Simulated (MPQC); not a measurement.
# doublet BH2F+: a chain of runs

Aim: a series of 15 runs (UHF/pcseg-0, HF/pcseg-1, UHF/pcseg-1, HF/pcseg-2, UHF/pcseg-2, KMLYP/cc-pVDZ, UKMLYP/cc-pVDZ) of BFH2. Among other things, some runs vary the integration grid. 

The calculation is run with MPQC 2.3.1.

9 further runs of the same task are left out: 9 set aside as unsound or not needed. Runs told in other sessions of the task aren't counted.

**1. The system as given**

BH2F+ has 4 atoms, charge +1, and is taken as a doublet. SMILES of the parent species: `BF`. The coordinates come from a PBE0-D4/def2-TZVP relaxation. That shape belongs to the parent species and isn't relaxed for this state.

Bond lengths: B1–F2 1.317 Å, B1–H3 1.197 Å, B1–H4 1.198 Å. Angles: F2–B1–H3 117.8°, F2–B1–H4 117.8°, H3–B1–H4 124.4°.

**2. A single-point energy at UHF/pcseg-0 (run 1)**

Input file job.in:

```
molecule<Molecule>: (
  symmetry = c1
  unit = angstrom
  { atoms geometry } = {
    B  [ -0.027300    -0.004000    -0.030800 ]
    F  [ 1.061200    -0.296700     0.649900 ]
    H  [ -1.012500    -0.649100     0.186200 ]
    H  [ 0.034200     0.889600    -0.825600 ]
  }
)
basis<GaussianBasisSet>: (
  name = "pcseg-0"
  molecule = $:molecule
  basisdir = "."
  puream = yes
)
mpqc: (
  checkpoint = no
  savestate = no
  restart = no
  do_energy = yes
  do_gradient = no
  optimize = no
  mole<UHF>: (
    molecule = $:molecule
    basis = $:basis
    total_charge = 1
    multiplicity = 2
    memory = 1000000000
    print_evals = yes
    print_npa = yes
    maxiter = 70
    value_accuracy = 1e-08
    guess_wavefunction<HSOSHF>: (
      molecule = $:molecule
      total_charge = 1
      multiplicity = 2
      memory = 1000000000
      value_accuracy = 1e-3
      basis<GaussianBasisSet>: (
        name = "STO-3G"
        molecule = $:molecule
      )
      guess_wavefunction<ExtendedHuckelWfn>: (
        molecule = $:molecule
        total_charge = 1
        multiplicity = 2
        basis<GaussianBasisSet>: (
          name = "STO-3G"
          molecule = $:molecule
        )
      )
    )
  )
)
```

The basis set pcseg-0 is read from a file made from the Basis Set Exchange's data (not shown).

On the command line:

```bash
mpqc -o job.out job.in
```

Log (excerpt; [...] marks lines left out):

```text
MPQC: Massively Parallel Quantum Chemistry
[...]
  <S^2>      = 0.777614
  total scf energy = -124.4942656862
Value of the MolecularEnergy: -124.4942656862
[...]
      symmetry = c1
[...]
      nbasis = 22
[...]
    nalpha = 8
    nbeta = 7
[...]
```

It took 0.28 s on 1 thread of Arm Neoverse N1, shared host.

**3. Singlet neutral BH2F: the energy at HF/pcseg-1 (run 2)**

Input file job.in:

```
molecule<Molecule>: (
  symmetry = c1
  unit = angstrom
  { atoms geometry } = {
    B  [ -0.027300    -0.004000    -0.030800 ]
    F  [ 1.061200    -0.296700     0.649900 ]
    H  [ -1.012500    -0.649100     0.186200 ]
    H  [ 0.034200     0.889600    -0.825600 ]
  }
)
basis<GaussianBasisSet>: (
  name = "pcseg-1"
  molecule = $:molecule
  basisdir = "."
  puream = yes
)
mpqc: (
  checkpoint = no
  savestate = no
  restart = no
  do_energy = yes
  do_gradient = no
  optimize = no
  mole<CLHF>: (
    molecule = $:molecule
    basis = $:basis
    total_charge = 0
    memory = 1000000000
    print_evals = yes
    print_npa = yes
    maxiter = 70
    value_accuracy = 1e-08
    guess_wavefunction<CLHF>: (
      molecule = $:molecule
      total_charge = 0
      memory = 1000000000
      value_accuracy = 1e-3
      basis<GaussianBasisSet>: (
        name = "STO-3G"
        molecule = $:molecule
      )
    )
  )
)
```

The basis set pcseg-1 is read from a file made from the Basis Set Exchange's data (not shown).

On the command line:

```bash
mpqc -o job.out job.in
```

Log (excerpt; [...] marks lines left out):

```text
MPQC: Massively Parallel Quantum Chemistry
[...]
  LUMO is     9   A =   0.090668
  total scf energy = -125.2872574732
Value of the MolecularEnergy: -125.2872574732
[...]
      symmetry = c1
[...]
```

Run time: 0.54 s. Hardware: 1 thread of Arm Neoverse N1, shared host.

Runs 3 to 5 aren't shown in full; the table further down has their settings and results.

**4. Singlet neutral BH2F: the energy at KMLYP/cc-pVDZ (run 6)**

job.in, as its differences from that of step 3:

```diff
@@ -11,3 +11,3 @@
 basis<GaussianBasisSet>: (
-  name = "pcseg-1"
+  name = "cc-pVDZ"
   molecule = $:molecule
@@ -23,3 +23,3 @@
   optimize = no
-  mole<CLHF>: (
+  mole<CLKS>: (
     molecule = $:molecule
@@ -32,2 +32,4 @@
     value_accuracy = 1e-08
+    functional<StdDenFunctional>: ( name = "KMLYP" )
+    integrator<RadialAngularIntegrator>: ( grid = coarse )
     guess_wavefunction<CLHF>: (
@@ -38,3 +40,3 @@
       basis<GaussianBasisSet>: (
-        name = "STO-3G"
+        name = "3-21G"
         molecule = $:molecule
```

The basis set cc-pVDZ is read from a file made from the Basis Set Exchange's data (not shown).

On the command line:

```bash
mpqc -o job.out job.in
```

Log (excerpt; [...] marks lines left out):

```text
MPQC: Massively Parallel Quantum Chemistry
[...]
  Integrated electron density error = 0.003324945531
  iter     1 energy = -125.6558463435 delta = 1.98182e-01
  Integrated electron density error = 0.000174815852
  iter     2 energy = -125.6927661591 delta = 2.17945e-02
[...]
  Integrated electron density error = 0.000171880762
  iter     8 energy = -125.6947477976 delta = 3.05452e-06
  Integrated electron density error = 0.000171879792
  iter     9 energy = -125.6947477977 delta = 5.64810e-07
  Integrated electron density error = 0.000171879680
  iter    10 energy = -125.6947477977 delta = 1.20535e-07
  Integrated electron density error = 0.000171879666
  iter    11 energy = -125.6947477977 delta = 2.76981e-08
[...]
  LUMO is     9   A =  -0.003655
  total scf energy = -125.6947477977
Value of the MolecularEnergy: -125.6947477977
[...]
        symmetry = c1
[...]
```

It took 1.8 s on 1 thread of Arm Neoverse N1, shared host.

Runs 7 to 14 aren't shown in full; the table further down has their settings and results.

**5. Triplet neutral BH2F: a single-point energy at UKMLYP/cc-pVDZ (run 15)**

job.in, as its differences from that of step 4:

```diff
@@ -23,3 +23,3 @@
   optimize = no
-  mole<CLKS>: (
+  mole<UKS>: (
     molecule = $:molecule
@@ -27,2 +27,3 @@
     total_charge = 0
+    multiplicity = 3
     memory = 1000000000
@@ -33,6 +34,7 @@
     functional<StdDenFunctional>: ( name = "KMLYP" )
-    integrator<RadialAngularIntegrator>: ( grid = coarse )
-    guess_wavefunction<CLHF>: (
+    integrator<RadialAngularIntegrator>: ( grid = ultrafine )
+    guess_wavefunction<UHF>: (
       molecule = $:molecule
       total_charge = 0
+      multiplicity = 3
       memory = 1000000000
```

The basis set cc-pVDZ is read from a file made from the Basis Set Exchange's data (not shown).

On the command line:

```bash
mpqc -o job.out job.in
```

Log (excerpt; [...] marks lines left out):

```text
MPQC: Massively Parallel Quantum Chemistry
[...]
  Integrated electron density error = 0.003141620744
  iter     1 energy = -125.4374017619 delta = 1.92226e-01
  Integrated electron density error = 0.002859840453
  iter     2 energy = -125.4764523761 delta = 1.87405e-02
[...]
  Integrated electron density error = 0.000000257036
  iter    23 energy = -125.4770482185 delta = 1.06716e-07
  Integrated electron density error = 0.000000257036
  iter    24 energy = -125.4770482185 delta = 7.10127e-08
  Integrated electron density error = 0.000000257036
  iter    25 energy = -125.4770482185 delta = 2.52221e-08
  Integrated electron density error = 0.000000257036
  iter    26 energy = -125.4770482185 delta = 1.05544e-08
[...]
  <S^2>      = 2.007614
  total scf energy = -125.4770482185
Value of the MolecularEnergy: -125.4770482185
[...]
        symmetry = c1
[...]
        nbasis = 38
[...]
      nalpha = 9
      nbeta = 7
[...]
```

Run time: 60 s. Hardware: 1 thread of Arm Neoverse N1, shared host.

**6. Overview of the runs**

```
run           level  integration grid            starting guess  partner  energy (Eh)   ⟨S²⟩  wall time
  1     UHF/pcseg-0                 –  ROHF/STO-3G from Hueckel   cation  -124.494266  0.778     0.28 s
  2      HF/pcseg-1                 –                    STO-3G     base  -125.287257      –     0.54 s
  3     UHF/pcseg-1                 –  ROHF/STO-3G from Hueckel   cation  -124.832614  0.779      1.3 s
  4      HF/pcseg-2                 –                    STO-3G     base  -125.373806      –       13 s
  5     UHF/pcseg-2                 –  ROHF/STO-3G from Hueckel   cation  -124.921069  0.781       39 s
  6   KMLYP/cc-pVDZ            coarse                     3-21G     base  -125.694748      –      1.8 s
  7  UKMLYP/cc-pVDZ            coarse                     3-21G  triplet  -125.477103  2.008      4.5 s
  8   KMLYP/cc-pVDZ            medium                     3-21G     base  -125.694758      –      2.6 s
  9  UKMLYP/cc-pVDZ            medium                     3-21G  triplet  -125.477126  2.008      7.8 s
 10   KMLYP/cc-pVDZ              fine                     3-21G     base  -125.694684      –      4.2 s
 11  UKMLYP/cc-pVDZ              fine                     3-21G  triplet  -125.477046  2.008       13 s
 12   KMLYP/cc-pVDZ             xfine                     3-21G     base  -125.694685      –      7.2 s
 13  UKMLYP/cc-pVDZ             xfine                     3-21G  triplet  -125.477048  2.008       34 s
 14   KMLYP/cc-pVDZ         ultrafine                     3-21G     base  -125.694685      –       12 s
 15  UKMLYP/cc-pVDZ         ultrafine                     3-21G  triplet  -125.477048  2.008       60 s
```

Convergence of the total energy of singlet BH2F with the integration grid, against the last point:

```
integration grid  from the last (mEh)  wall time
          coarse               -0.063      1.8 s
          medium               -0.073      2.6 s
            fine               +0.001      4.2 s
           xfine               +0.000      7.2 s
       ultrafine               +0.000       12 s
```

Convergence of the HOMO energy of singlet BH2F with the integration grid, against the last point:

```
integration grid  from the last (eV)  wall time
          coarse             -0.0002      1.8 s
          medium             +0.0001      2.6 s
            fine             -0.0000      4.2 s
           xfine             +0.0000      7.2 s
       ultrafine             +0.0000       12 s
```

**7. Summary of results**

```
                                                                                            quantity          value
                                                          triplet neutral BH2F, run 15: total energy  -125.47705 Eh
                                                                  triplet neutral BH2F, run 15: ⟨S²⟩          2.008
                                      vertical ionisation energy (to the doublet cation), HF/pcseg-1      12.371 eV
                                      vertical ionisation energy (to the doublet cation), HF/pcseg-2      12.320 eV
    vertical energy of the triplet above the singlet, KMLYP/cc-pVDZ (run 6, integration grid coarse)       5.922 eV
    vertical energy of the triplet above the singlet, KMLYP/cc-pVDZ (run 8, integration grid medium)       5.922 eV
     vertical energy of the triplet above the singlet, KMLYP/cc-pVDZ (run 10, integration grid fine)       5.922 eV
    vertical energy of the triplet above the singlet, KMLYP/cc-pVDZ (run 12, integration grid xfine)       5.922 eV
vertical energy of the triplet above the singlet, KMLYP/cc-pVDZ (run 14, integration grid ultrafine)       5.922 eV
```

**Reading.** For the total energy of singlet BH2F to stay within 0.01 mEh of the last point, fine is the first point of the series from which all later ones do (4.2 s against 12 s). All runs together took 3.4 min, the longest 60 s.
